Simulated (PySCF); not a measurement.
Species: CH₃S (doublet state).
Structure used (GFN2-xTB), in Å, numbered top down from 1:
```xyz
5
CH3S angstrom
C     -0.5718   -0.0050    0.0830
S      0.9734   -0.7293   -0.0392
H     -1.4011   -0.6764   -0.0092
H     -0.6875    1.0301   -0.1630
H      1.6957    0.3834    0.1112
```

The hyperfine couplings belong to this conformer and change with its torsions.

As a line formula: `[CH2]S` [radical].

Computed with PySCF 2.14.0, UKS B3LYP, pcH-1 on C H S, non-relativistic, mean-field spin-orbit, GIAO. Isolated species at its GFN2-xTB geometry, gas phase. The geometry wasn't refined by DFT: couplings that depend on bond lengths, twists or pyramidal angles can differ widely from those at the functional's own minimum.

Q: Give the principal g shifts and their parts.

A: 
| Δg (ppt) | 1 | 2 | 3 |
| --- | --- | --- | --- |
| relativistic mass correction | -0.17 | -0.17 | -0.17 |
| gauge correction | 0.00 | 0.04 | 0.03 |
| orbital Zeeman/spin–orbit | -0.20 | 1.59 | 6.65 |
| total | -0.36 | 1.47 | 6.51 |

So g = 2.00196, 2.00379, 2.00883 and g_iso = 2.00486; the tensor is rhombic: the two nearest values differ by 27 % of g3 − g1. Axes: g3 points within 10° of the S2–H5 bond.

Q: How much does each term add to the isotropic shift?

A: The orbital-Zeeman/spin–orbit term 2.68, the mass correction -0.17 and the gauge correction 0.03 ppt, for a total of 2.54 ppt. The orbital-Zeeman/spin–orbit term is the largest in size. The mass correction is the same along every axis, so the anisotropy comes from the other two: their spans along these axes are 0.04 (gauge) and 6.85 ppt (orbital Zeeman/spin–orbit).

Q: What effective moment and Curie constant follow for a powder?

A: With the mean of g² = 4.0195 and S(S+1) = 0.75: μ_eff = √(⟨g²⟩S(S+1)) = 1.736 μB and χT = 0.12505·⟨g²⟩·S(S+1) = 0.377 cm³ K/mol (cgs; spin-Hamiltonian part alone).

Q: In a frozen sample, at which fields do the three g values resonate at 9.5, 34, 94 and 263 GHz (hyperfine left aside), and which band first spreads them over more than twice a line width of 1.0 mT?

A: 
| band | GHz | B(g3) mT | B(g2) mT | B(g1) mT | spread mT |
| --- | --- | --- | --- | --- | --- |
| X | 9.5 | 337.88 | 338.74 | 339.05 | 1.16 |
| Q | 34.0 | 1209.27 | 1212.32 | 1213.43 | 4.15 |
| W | 94.0 | 3343.28 | 3351.70 | 3354.76 | 11.49 |
| J | 263.0 | 9354.07 | 9377.62 | 9386.20 | 32.13 |

The spread grows in proportion to the frequency. Q band is the first where it exceeds 2.0 mT.

Largest spin populations (Mulliken): C1 (+0.88) and S2 (+0.19). The angles at C1 add up to 354.9°, so it is nearly planar; its axial dipolar tensor and the negative couplings of its protons fit spin in a p orbital normal to that plane.

The HOMO–LUMO gaps are 5.21 eV among the α and 6.26 eV among the β orbitals.

Hardware: one thread, Arm Neoverse N1, on a shared host. Cost: 11 s of wall time.
